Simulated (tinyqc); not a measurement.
Worked calculation (part 1 of 2): RKS/B3LYP (VWN-RPA form) in the sto-3g basis, for H2O, spin multiplicity 1. Computed by tinyqc, a small Python program that keeps every step (integrals from PySCF). Settings: charge = 0, multiplicity = 1, basis = sto-3g, energy threshold = 1e-08, iteration cap = 68, orthogonalisation = symmetric, start = highest core orbitals, DIIS depth = 6, method = RKS, functional = b3lyp, grid = [10, 50]. Command: `OMP_NUM_THREADS=1 python tinyqc.py 30145 30146 out.jsonl` (the two numbers bound the seeds that draw the settings). One thread of a shared host (Intel(R) Xeon(R) Processor @ 2.60GHz), about 0.8 s of CPU time with the checks. Later iterations appear only in the table of the cycle.

## One-electron integrals

Geometry (angstrom):
```
atom         x          y         z
O     0.000000   0.000000  0.000000
H     0.000000   0.729000  0.502000
H     0.000000  -0.729000  0.502000
```

Basis sto-3g: exponents (1/bohr^2) and contraction coefficients of normalised primitives:
```
element  l (shell)    exponent  coefficient
O            s (1)  130.709320     0.154329
O            s (1)   23.808861     0.535328
O            s (1)    6.443608     0.444635
O            s (2)    5.033151    -0.099967
O            s (2)    1.169596     0.399513
O            s (2)    0.380389     0.700115
O            p (3)    5.033151     0.155916
O            p (3)    1.169596     0.607684
O            p (3)    0.380389     0.391957
H            s (1)    3.425251     0.154329
H            s (1)    0.623914     0.535328
H            s (1)    0.168855     0.444635
```

Overlap, kinetic and nuclear-attraction integrals over the contracted functions; the nuclear repulsion is the sum of Za Zb / Rab.

nuclear repulsion = 9.92864959 hartree

overlap S:
```
           1O 1s     1O 2s    1O 2px     1O 2py    1O 2pz     2H 1s      3H 1s
1O 1s   1.000000  0.236704  0.000000   0.000000  0.000000  0.063975   0.063975
1O 2s   0.236704  1.000000  0.000000   0.000000  0.000000  0.523210   0.523210
1O 2px  0.000000  0.000000  1.000000   0.000000  0.000000  0.000000   0.000000
1O 2py  0.000000  0.000000  0.000000   1.000000  0.000000  0.343572  -0.343572
1O 2pz  0.000000  0.000000  0.000000   0.000000  1.000000  0.236589   0.236589
2H 1s   0.063975  0.523210  0.000000   0.343572  0.236589  1.000000   0.272601
3H 1s   0.063975  0.523210  0.000000  -0.343572  0.236589  0.272601   1.000000
```

kinetic energy T (hartree):
```
            1O 1s      1O 2s    1O 2px     1O 2py    1O 2pz     2H 1s      3H 1s
1O 1s   29.003200  -0.168011  0.000000   0.000000  0.000000  0.003689   0.003689
1O 2s   -0.168011   0.808128  0.000000   0.000000  0.000000  0.166195   0.166195
1O 2px   0.000000   0.000000  2.528731   0.000000  0.000000  0.000000   0.000000
1O 2py   0.000000   0.000000  0.000000   2.528731  0.000000  0.282182  -0.282182
1O 2pz   0.000000   0.000000  0.000000   0.000000  2.528731  0.194315   0.194315
2H 1s    0.003689   0.166195  0.000000   0.282182  0.194315  0.760032   0.013478
3H 1s    0.003689   0.166195  0.000000  -0.282182  0.194315  0.013478   0.760032
```

nuclear attraction V (hartree):
```
             1O 1s       1O 2s      1O 2px      1O 2py      1O 2pz      2H 1s      3H 1s
1O 1s   -61.814168   -7.466109    0.000000    0.000000   -0.020593  -2.082279  -2.082279
1O 2s    -7.466109  -10.222939    0.000000    0.000000   -0.234604  -4.387282  -4.387282
1O 2px    0.000000    0.000000  -10.051444    0.000000    0.000000   0.000000   0.000000
1O 2py    0.000000    0.000000    0.000000  -10.251949    0.000000  -2.577562   2.577562
1O 2pz   -0.020593   -0.234604    0.000000    0.000000  -10.146521  -1.854289  -1.854289
2H 1s    -2.082279   -4.387282    0.000000   -2.577562   -1.854289  -6.139968  -1.851976
3H 1s    -2.082279   -4.387282    0.000000    2.577562   -1.854289  -1.851976  -6.139968
```

core Hamiltonian H = T + V (hartree):
```
             1O 1s      1O 2s     1O 2px     1O 2py     1O 2pz      2H 1s      3H 1s
1O 1s   -32.810968  -7.634120   0.000000   0.000000  -0.020593  -2.078590  -2.078590
1O 2s    -7.634120  -9.414811   0.000000   0.000000  -0.234604  -4.221087  -4.221087
1O 2px    0.000000   0.000000  -7.522713   0.000000   0.000000   0.000000   0.000000
1O 2py    0.000000   0.000000   0.000000  -7.723218   0.000000  -2.295379   2.295379
1O 2pz   -0.020593  -0.234604   0.000000   0.000000  -7.617790  -1.659974  -1.659974
2H 1s    -2.078590  -4.221087   0.000000  -2.295379  -1.659974  -5.379936  -1.838498
3H 1s    -2.078590  -4.221087   0.000000   2.295379  -1.659974  -1.838498  -5.379936
```

## Two-electron integrals

Functions are numbered as in S; the eight-fold symmetry (ij|kl) = (ji|kl) = (kl|ij) leaves the list below.

Two-electron integrals (ij|kl) in chemists' order, unique and non-zero (hartree):
```
(11|11) 4.785065    (21|11) 0.741380    (21|21) 0.136873    (22|11) 1.118947
(22|21) 0.256633    (22|22) 0.817206    (31|31) 0.024477    (32|31) 0.037809
(32|32) 0.180518    (33|11) 1.115814    (33|21) 0.256684    (33|22) 0.817023
(33|33) 0.880159    (41|41) 0.024477    (42|41) 0.037809    (42|42) 0.180518
(43|43) 0.047444    (44|11) 1.115814    (44|21) 0.256684    (44|22) 0.817023
(44|33) 0.785270    (44|44) 0.880159    (51|51) 0.024477    (52|51) 0.037809
(52|52) 0.180518    (53|53) 0.047444    (54|54) 0.047444    (55|11) 1.115814
(55|21) 0.256684    (55|22) 0.817023    (55|33) 0.785270    (55|44) 0.785270
(55|55) 0.880159    (61|11) 0.204072    (61|21) 0.037314    (61|22) 0.069368
(61|33) 0.069240    (61|41) 0.001394    (61|42) 0.002594    (61|44) 0.069505
(61|51) 0.000960    (61|52) 0.001787    (61|54) 0.000182    (61|55) 0.069366
(61|61) 0.010301    (62|11) 0.456093    (62|21) 0.105739    (62|22) 0.368116
(62|33) 0.362229    (62|41) 0.006448    (62|42) 0.047535    (62|44) 0.373982
(62|51) 0.004440    (62|52) 0.032733    (62|54) 0.008093    (62|55) 0.367802
(62|61) 0.029292    (62|62) 0.198751    (63|31) 0.011543    (63|32) 0.065423
(63|43) 0.010082    (63|53) 0.006943    (63|63) 0.029674    (64|11) 0.255856
(64|21) 0.060136    (64|22) 0.223705    (64|33) 0.213370    (64|41) 0.014800
(64|42) 0.093166    (64|44) 0.240726    (64|51) 0.002243    (64|52) 0.019104
(64|54) 0.011895    (64|55) 0.216780    (64|61) 0.017458    (64|62) 0.146740
(64|64) 0.136922    (65|11) 0.176186    (65|21) 0.041411    (65|22) 0.154047
(65|33) 0.146929    (65|41) 0.002243    (65|42) 0.019104    (65|44) 0.151882
(65|51) 0.013088    (65|52) 0.078579    (65|54) 0.013492    (65|55) 0.163163
(65|61) 0.012022    (65|62) 0.101047    (65|64) 0.073852    (65|65) 0.080530
(66|11) 0.567956    (66|21) 0.133795    (66|22) 0.529845    (66|33) 0.508285
(66|41) 0.011379    (66|42) 0.112091    (66|44) 0.551742    (66|51) 0.007836
(66|52) 0.077188    (66|54) 0.029925    (66|55) 0.528892    (66|61) 0.037468
(66|62) 0.346783    (66|64) 0.292901    (66|65) 0.201696    (66|66) 0.774606
(71|11) 0.204072    (71|21) 0.037314    (71|22) 0.069368    (71|33) 0.069240
(71|41) -0.001394   (71|42) -0.002594   (71|44) 0.069505    (71|51) 0.000960
(71|52) 0.001787    (71|54) -0.000182   (71|55) 0.069366    (71|61) 0.010134
(71|62) 0.028329    (71|64) 0.015320    (71|65) 0.011630    (71|66) 0.035702
(71|71) 0.010301    (72|11) 0.456093    (72|21) 0.105739    (72|22) 0.368116
(72|33) 0.362229    (72|41) -0.006448   (72|42) -0.047535   (72|44) 0.373982
(72|51) 0.004440    (72|52) 0.032733    (72|54) -0.008093   (72|55) 0.367802
(72|61) 0.028329    (72|62) 0.163023    (72|64) 0.082346    (72|65) 0.080554
(72|66) 0.236577    (72|71) 0.029292    (72|72) 0.198751    (73|31) 0.011543
(73|32) 0.065423    (73|43) -0.010082   (73|53) 0.006943    (73|63) 0.023588
(73|73) 0.029674    (74|11) -0.255856   (74|21) -0.060136   (74|22) -0.223705
(74|33) -0.213370   (74|41) 0.014800    (74|42) 0.093166    (74|44) -0.240726
(74|51) -0.002243   (74|52) -0.019104   (74|54) 0.011895    (74|55) -0.216780
(74|61) -0.015320   (74|62) -0.082346   (74|64) -0.018338   (74|65) -0.039681
(74|66) -0.103602   (74|71) -0.017458   (74|72) -0.146740   (74|74) 0.136922
(75|11) 0.176186    (75|21) 0.041411    (75|22) 0.154047    (75|33) 0.146929
(75|41) -0.002243   (75|42) -0.019104   (75|44) 0.151882    (75|51) 0.013088
(75|52) 0.078579    (75|54) -0.013492   (75|55) 0.163163    (75|61) 0.011630
(75|62) 0.080554    (75|64) 0.039681    (75|65) 0.062784    (75|66) 0.128605
(75|71) 0.012022    (75|72) 0.101047    (75|74) -0.073852   (75|75) 0.080530
(76|11) 0.185569    (76|21) 0.043338    (76|22) 0.161469    (76|33) 0.158132
(76|44) 0.161536    (76|51) 0.002973    (76|52) 0.025162    (76|55) 0.164573
(76|61) 0.011865    (76|62) 0.084639    (76|64) 0.053661    (76|65) 0.048380
(76|66) 0.147934    (76|71) 0.011865    (76|72) 0.084639    (76|74) -0.053661
(76|75) 0.048380    (76|76) 0.042577    (77|11) 0.567956    (77|21) 0.133795
(77|22) 0.529845    (77|33) 0.508285    (77|41) -0.011379   (77|42) -0.112091
(77|44) 0.551742    (77|51) 0.007836    (77|52) 0.077188    (77|54) -0.029925
(77|55) 0.528892    (77|61) 0.035702    (77|62) 0.236577    (77|64) 0.103602
(77|65) 0.128605    (77|66) 0.354686    (77|71) 0.037468    (77|72) 0.346783
(77|74) -0.292901   (77|75) 0.201696    (77|76) 0.147934    (77|77) 0.774606
```

## Orthogonalisation

S = U s U^T; symmetric (Loewdin) form X = U s^(-1/2) U^T, so that X^T S X = 1.

eigenvalues of S: 0.295903  0.359060  0.891330  1.000000  1.081674  1.368339  2.003693

X:
```
            1O 1s      1O 2s    1O 2px     1O 2py     1O 2pz      2H 1s      3H 1s
1O 1s    1.024509  -0.147616  0.000000   0.000000  -0.011011   0.023558   0.023558
1O 2s   -0.147616   1.316974  0.000000   0.000000   0.130903  -0.348392  -0.348392
1O 2px   0.000000   0.000000  1.000000   0.000000   0.000000   0.000000   0.000000
1O 2py   0.000000   0.000000  0.000000   1.151937   0.000000  -0.277087   0.277087
1O 2pz  -0.011011   0.130903  0.000000   0.000000   1.058079  -0.155048  -0.155048
2H 1s    0.023558  -0.348392  0.000000  -0.277087  -0.155048   1.268864  -0.102923
3H 1s    0.023558  -0.348392  0.000000   0.277087  -0.155048  -0.102923   1.268864
```

## Starting guess

The start is the highest orbitals of the core Hamiltonian (a deliberately bad start); D = 2 C_occ C_occ^T.

D at the start:
```
            1O 1s      1O 2s    1O 2px     1O 2py     1O 2pz      2H 1s      3H 1s
1O 1s    0.026391  -0.171082  0.000000   0.000000   0.141613   0.103897   0.103897
1O 2s   -0.171082   1.446705  0.000000   0.000000  -0.309074  -1.297531  -1.297531
1O 2px   0.000000   0.000000  2.000000   0.000000   0.000000   0.000000   0.000000
1O 2py   0.000000   0.000000  0.000000   2.961026   0.000000  -1.398581   1.398581
1O 2pz   0.141613  -0.309074  0.000000   0.000000   1.858032  -0.567828  -0.567828
2H 1s    0.103897  -1.297531  0.000000  -1.398581  -0.567828   3.597574  -0.473133
3H 1s    0.103897  -1.297531  0.000000   1.398581  -0.567828  -0.473133   3.597574
```

## Iteration 1: exchange-correlation on the grid

Becke grid with 10 radial and 50 angular points per atom, points of zero weight dropped. rho = sum D_ij phi_i phi_j; V_xc,ij = sum w v_xc phi_i phi_j plus the gradient terms; v_xc is d(rho eps)/d rho at fixed gradient. Exact exchange is left to K.

The 12 grid points with the largest w rho, of 1496 (bohr, atomic units):
```
x                  y          z         w       rho  |grad rho|^2     eps_xc       v_xc
0.000000    0.841948  -0.841948  0.255242  0.356248      1.018621  -0.497400  -0.590970
0.000000   -0.841948  -0.841948  0.255242  0.356248      1.018621  -0.497400  -0.590970
-0.841948   0.000000  -0.841948  0.257531  0.326360      0.823536  -0.484347  -0.574964
0.841948    0.000000  -0.841948  0.257531  0.326360      0.823536  -0.484347  -0.574964
-0.687448   0.687448  -0.687448  0.239066  0.337517      0.909704  -0.489735  -0.580854
0.687448    0.687448  -0.687448  0.239066  0.337517      0.909704  -0.489735  -0.580854
-0.687448  -0.687448  -0.687448  0.239066  0.337517      0.909704  -0.489735  -0.580854
0.687448   -0.687448  -0.687448  0.239066  0.337517      0.909704  -0.489735  -0.580854
-0.359008   0.359008  -1.077024  0.230117  0.341772      0.906176  -0.490796  -0.583515
-0.359008  -0.359008  -1.077024  0.230117  0.341772      0.906176  -0.490796  -0.583515
0.359008    0.359008  -1.077024  0.230117  0.341772      0.906176  -0.490796  -0.583515
0.359008   -0.359008  -1.077024  0.230117  0.341772      0.906176  -0.490796  -0.583515
```

electrons on the grid, sum of w rho = 10.015450

E_xc = sum of w rho eps_xc = -4.55830210 hartree

V_xc (hartree):
```
            1O 1s      1O 2s     1O 2px     1O 2py     1O 2pz      2H 1s      3H 1s
1O 1s   -0.766394  -0.186438   0.000000   0.000000  -0.002349  -0.050111  -0.050111
1O 2s   -0.186438  -0.630150   0.000000   0.000000   0.039405  -0.282221  -0.282221
1O 2px   0.000000   0.000000  -0.629407   0.000000   0.000000   0.000000   0.000000
1O 2py   0.000000   0.000000   0.000000  -0.656538   0.000000  -0.185109   0.185109
1O 2pz  -0.002349   0.039405   0.000000   0.000000  -0.616479  -0.111697  -0.111697
2H 1s   -0.050111  -0.282221   0.000000  -0.185109  -0.111697  -0.483029  -0.120578
3H 1s   -0.050111  -0.282221   0.000000   0.185109  -0.111697  -0.120578  -0.483029
```

## Iteration 1: building the Kohn-Sham matrix

J_ij = sum D_kl (ij|kl), K_ij = sum D_kl (ik|jl); F = H + J - 0.1 K + V_xc; E = tr D H + tr D J / 2 - 0.05 tr D K + E_xc + E_nn.

Coulomb J (hartree):
```
            1O 1s      1O 2s    1O 2px     1O 2py     1O 2pz     2H 1s      3H 1s
1O 1s    8.897239   2.052241  0.000000   0.000000  -0.027792  0.553486   0.553486
1O 2s    2.052241   6.871713  0.000000   0.000000  -0.023810  3.249362   3.249362
1O 2px   0.000000   0.000000  6.797124   0.000000   0.000000  0.000000   0.000000
1O 2py   0.000000   0.000000  0.000000   6.972596   0.000000  2.065723  -2.065723
1O 2pz  -0.027792  -0.023810  0.000000   0.000000   6.841004  1.411045   1.411045
2H 1s    0.553486   3.249362  0.000000   2.065723   1.411045  5.263118   1.488997
3H 1s    0.553486   3.249362  0.000000  -2.065723   1.411045  1.488997   5.263118
```

exchange K (hartree):
```
            1O 1s      1O 2s    1O 2px     1O 2py     1O 2pz     2H 1s      3H 1s
1O 1s    0.183238   0.233513  0.000000   0.000000  -0.029757  0.068402   0.068402
1O 2s    0.233513   1.397907  0.000000   0.000000  -0.673972  0.654695   0.654695
1O 2px   0.000000   0.000000  2.022081   0.000000   0.000000  0.000000   0.000000
1O 2py   0.000000   0.000000  0.000000   2.189501   0.000000  0.674675  -0.674675
1O 2pz  -0.029757  -0.673972  0.000000   0.000000   1.791148  0.158582   0.158582
2H 1s    0.068402   0.654695  0.000000   0.674675   0.158582  1.570512   0.280913
3H 1s    0.068402   0.654695  0.000000  -0.674675   0.158582  0.280913   1.570512
```

Kohn-Sham matrix F (hartree):
```
             1O 1s      1O 2s     1O 2px     1O 2py     1O 2pz      2H 1s      3H 1s
1O 1s   -24.698447  -5.791669   0.000000   0.000000  -0.047758  -1.582055  -1.582055
1O 2s    -5.791669  -3.313038   0.000000   0.000000  -0.151612  -1.319416  -1.319416
1O 2px    0.000000   0.000000  -1.557205   0.000000   0.000000   0.000000   0.000000
1O 2py    0.000000   0.000000   0.000000  -1.626109   0.000000  -0.482233   0.482233
1O 2pz   -0.047758  -0.151612   0.000000   0.000000  -1.572380  -0.376484  -0.376484
2H 1s    -1.582055  -1.319416   0.000000  -0.482233  -0.376484  -0.756898  -0.498170
3H 1s    -1.582055  -1.319416   0.000000   0.482233  -0.376484  -0.498170  -0.756898
```

total energy of this density = -27.98613817 hartree

## Iteration 1: diagonalisation and new density

Diagonalise F' = X^T F X, C = X C', fill 5 alpha and 5 beta electrons from the bottom; D = 2 C_occ C_occ^T. Each column has its largest component positive (the first on a tie).

F' = X^T F X (hartree):
```
            1          2          3          4          5          6          7
1  -24.379325  -2.622197   0.000000   0.000000  -0.029053  -0.347944  -0.347944
2   -2.622197  -2.249816   0.000000   0.000000  -0.107640  -0.439344  -0.439344
3    0.000000   0.000000  -1.557205   0.000000   0.000000   0.000000   0.000000
4    0.000000   0.000000   0.000000  -1.581821   0.000000  -0.218703   0.218703
5   -0.029053  -0.107640   0.000000   0.000000  -1.561261  -0.134650  -0.134650
6   -0.347944  -0.439344   0.000000  -0.218703  -0.134650  -0.108249  -0.104873
7   -0.347944  -0.439344   0.000000   0.218703  -0.134650  -0.104873  -0.108249
```

orbital energies (hartree): MO1 -24.698738, MO2 -2.148141, MO3 -1.640262, MO4 -1.557205, MO5 -1.535928, MO6 -0.020717, MO7 0.055066

coefficients C:
```
              MO1        MO2        MO3       MO4        MO5        MO6        MO7
1O 1s    1.000771  -0.245717   0.000000  0.000000   0.060627   0.083933   0.000000
1O 2s   -0.004018   1.112671   0.000000  0.000000  -0.247736  -0.846566   0.000000
1O 2px   0.000000   0.000000   0.000000  1.000000   0.000000   0.000000   0.000000
1O 2py   0.000000   0.000000   1.059153  0.000000   0.000000   0.000000  -0.598923
1O 2pz   0.001399   0.328550   0.000000  0.000000   0.976667  -0.350775   0.000000
2H 1s    0.001356  -0.122233  -0.092172  0.000000  -0.035779   0.899699   1.004580
3H 1s    0.001356  -0.122233   0.092172  0.000000  -0.035779   0.899699  -1.004580
```

D after iteration 1:
```
            1O 1s      1O 2s    1O 2px     1O 2py     1O 2pz      2H 1s      3H 1s
1O 1s    2.131191  -0.584885  0.000000   0.000000  -0.040236   0.058446   0.058446
1O 2s   -0.584885   2.598853  0.000000   0.000000   0.247213  -0.254293  -0.254293
1O 2px   0.000000   0.000000  2.000000   0.000000   0.000000   0.000000   0.000000
1O 2py   0.000000   0.000000  0.000000   2.243609   0.000000  -0.195249   0.195249
1O 2pz  -0.040236   0.247213  0.000000   0.000000   2.123649  -0.150204  -0.150204
2H 1s    0.058446  -0.254293  0.000000  -0.195249  -0.150204   0.049437   0.015454
3H 1s    0.058446  -0.254293  0.000000   0.195249  -0.150204   0.015454   0.049437
```

## Iteration 2: exchange-correlation on the grid

As before.

The 12 grid points with the largest w rho, of 1496 (bohr, atomic units):
```
x                  y          z         w       rho  |grad rho|^2     eps_xc       v_xc
0.000000    0.841948  -0.841948  0.255242  0.350438      0.971337  -0.494744  -0.588016
0.000000   -0.841948  -0.841948  0.255242  0.350438      0.971337  -0.494744  -0.588016
0.841948    0.000000  -0.841948  0.257531  0.340682      0.908592  -0.490562  -0.582817
-0.841948   0.000000  -0.841948  0.257531  0.340682      0.908592  -0.490562  -0.582817
0.841948    0.000000   0.841948  0.244870  0.356495      1.066675  -0.498572  -0.590601
-0.841948   0.000000   0.841948  0.244870  0.356495      1.066675  -0.498572  -0.590601
0.687448    0.687448  -0.687448  0.239066  0.347414      0.954471  -0.493526  -0.586383
-0.687448  -0.687448  -0.687448  0.239066  0.347414      0.954471  -0.493526  -0.586383
-0.687448   0.687448  -0.687448  0.239066  0.347414      0.954471  -0.493526  -0.586383
0.687448   -0.687448  -0.687448  0.239066  0.347414      0.954471  -0.493526  -0.586383
1.077024    0.359008  -0.359008  0.229438  0.345188      0.942842  -0.492643  -0.585166
-1.077024  -0.359008  -0.359008  0.229438  0.345188      0.942842  -0.492643  -0.585166
```

electrons on the grid, sum of w rho = 9.945497

E_xc = sum of w rho eps_xc = -8.19462283 hartree

V_xc (hartree):
```
            1O 1s      1O 2s     1O 2px     1O 2py     1O 2pz      2H 1s      3H 1s
1O 1s   -2.447485  -0.353643   0.000000   0.000000  -0.001049  -0.098113  -0.098113
1O 2s   -0.353643  -0.686047   0.000000   0.000000   0.001457  -0.278482  -0.278482
1O 2px   0.000000   0.000000  -0.687250   0.000000   0.000000   0.000000   0.000000
1O 2py   0.000000   0.000000   0.000000  -0.681098   0.000000  -0.156418   0.156418
1O 2pz  -0.001049   0.001457   0.000000   0.000000  -0.684717  -0.107245  -0.107245
2H 1s   -0.098113  -0.278482   0.000000  -0.156418  -0.107245  -0.310277  -0.107920
3H 1s   -0.098113  -0.278482   0.000000   0.156418  -0.107245  -0.107920  -0.310277
```
